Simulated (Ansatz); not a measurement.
C₄H₁₂ClN⁻, that is tetramethylammonium chloride with one electron more, relaxed as a doublet with UKS PBE-D4/def2-SVPD in Ansatz, starting from the PBE-D4/def2-SVP geometry of the neutral singlet. Force threshold 0.02 eV/Å.

The highest occupied level of the relaxed charge -1 doublet lies above zero (up to 2.17 eV). By energy differences it is unbound by 0.18 eV (each at its own geometry, against the charge 0 singlet, at PBE0-D4/def2-TZVPD) and held by the finite basis.

Start:

```xyz
18

C     0.570   -1.608    0.049
N     0.072   -0.203    0.006
C     0.873    0.613   -0.980
C     0.190    0.442    1.366
C    -1.378   -0.168   -0.413
H     1.632   -1.608    0.358
H    -0.031   -2.185    0.777
H     0.474   -2.059   -0.956
H     0.768    0.151   -1.979
H     0.429    1.649   -0.944
H     1.931    0.603   -0.660
H    -0.413   -0.145    2.083
H     1.256    0.434    1.663
H    -0.205    1.490    1.238
H    -1.966   -0.749    0.321
H    -1.460   -0.623   -1.418
H    -1.664    0.922   -0.418
Cl   -1.079    3.043   -0.094
```

| step | energy (eV) | largest force component (eV/Å) | SCF passes |
| --- | --- | --- | --- |
| 1 | -18335.0824 | 0.748 | 22 |
| 2 | -18335.1992 | 0.266 | 26 |
| 3 | -18335.2081 | 0.287 | 26 |
| 4 | -18335.2135 | 0.064 | 26 |
| 5 | -18335.2141 | 0.014 | 29 |
| 6 (rejected) | -18335.2138 | 0.012 | 27 |
| 7 | -18335.2141 | 0.014 | 29 |

Force components are those of the run's own axes.

End:

```xyz
18

C     0.575   -1.622    0.050
N     0.074   -0.209    0.006
C     0.874    0.603   -0.977
C     0.193    0.433    1.363
C    -1.372   -0.176   -0.412
H     1.644   -1.604    0.362
H    -0.039   -2.189    0.785
H     0.472   -2.061   -0.968
H     0.769    0.122   -1.971
H     0.456    1.634   -0.962
H     1.933    0.575   -0.651
H    -0.407   -0.172    2.073
H     1.263    0.407    1.652
H    -0.192    1.472    1.265
H    -1.947   -0.771    0.326
H    -1.440   -0.645   -1.414
H    -1.682    0.892   -0.425
Cl   -1.172    3.309   -0.102
```

By distances, no bond broke or formed. The bond that changes most is C3–H10, from 1.13 to 1.11 Å (atoms count from 1).

The force fell under the threshold at step 5, but the optimiser went on. No frequencies were taken in this run, so the end may be a saddle point.

Run time 28 s (4 threads of Arm Neoverse V1 on a shared host).
